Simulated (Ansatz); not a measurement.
1T (CdI2-type) HfS2, treated with PBEsol-D3(BJ) (PAW; Ansatz, an electronic-structure program).

Settings: plane-wave cutoff 520 eV, 12×12×6 k mesh (along the axes of the cell as run), Fermi–Dirac smearing 0.01 eV, scalar-relativistic PAW data made under PBE.

The cell is scaled about its equilibrium volume:

Shape and atoms are relaxed at each volume.

| V (Å³/atom) | P (GPa) | direct gap at Γ (eV) | smallest gap on the k mesh (eV) | c (Å) |
|---|---|---|---|---|
| 19.450 | 2.11 | 1.489 | 0.206 | 5.454 |
| 19.856 | 0.96 | 1.553 | 0.328 | 5.513 |
| 20.261 | -0.01 | 1.620 | 0.447 | 5.577 |
| 20.666 | -0.79 | 1.691 | 0.563 | 5.646 |
| 21.071 | -1.41 | 1.764 | 0.675 | 5.720 |

The fundamental gap (0.45 eV at the equilibrium volume, with added k points) lies elsewhere than Γ–Γ.

Measured, for comparison: band gap 1.8 eV (temperature not stated, not corrected to a static lattice, fundamental, indirect, our sources range from 1.80 to 1.96; as tabulated in Rybak et al. (2022), arXiv:2210.12074).

Note: the bulk modulus comes from volumes at which shape and atoms were relaxed.

Spin–orbit coupling is not included.
